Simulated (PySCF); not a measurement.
Isomers of C6H10. Level of theory: PBE0-D3(BJ)/def2-SVP geometry optimisation, gas phase in PySCF 2.14.0. One conformer each; no zero-point energy, no entropy. No frequencies were run at this level. Point groups hold within 0.08 Å.

**Question.** Rank from lowest to highest electronic energy at this level (kcal/mol).
A. `[CH:1]#[C:2][CH2:3][CH2:4][CH2:5][CH3:6]` with C2–C3–C4–C5 180°, C3–C4–C5–C6 180° (1-hexyne)
B. `[CH3:1]/[CH:2]=[CH:3]\[CH:4]=[CH:5]/[CH3:6]` with C2–C3–C4–C5 180°

**Answer.** B (0.0), A (20.8).

As drawn, the lower has a C=C bond outside aromatic rings, which the higher lacks; the higher has a C≡C bond, which the lower lacks.

```json
{"SMILES": "C/C=C\\C=C/C", "E (Eh)": "-234.17429", "E rel (kcal/mol)": "0.0", "dipole (D)": "0.00", "point group": "C2h", "A, B, C (MHz)": "11692, 1561, 1401"}
{"SMILES": "C#CCCCC", "E (Eh)": "-234.14120", "E rel (kcal/mol)": "20.8", "dipole (D)": "0.88", "point group": "Cs", "A, B, C (MHz)": "14961, 1321, 1251"}
```

**Question.** How do the relative energies change in single points at PBE0/def2-SVPD (no added dispersion term) on the same geometries?

**Answer.** 
| SMILES | PBE0-D3(BJ)/def2-SVP (kcal/mol) | PBE0/def2-SVPD (kcal/mol) | shift |
| --- | --- | --- | --- |
| C/C=C\C=C/C | 0.0 | 0.0 | 0.0 |
| C#CCCCC | 20.8 | 20.4 | -0.4 |

Each column counts from its own lowest isomer. The order is unchanged; the largest shift is 0.4 kcal/mol.
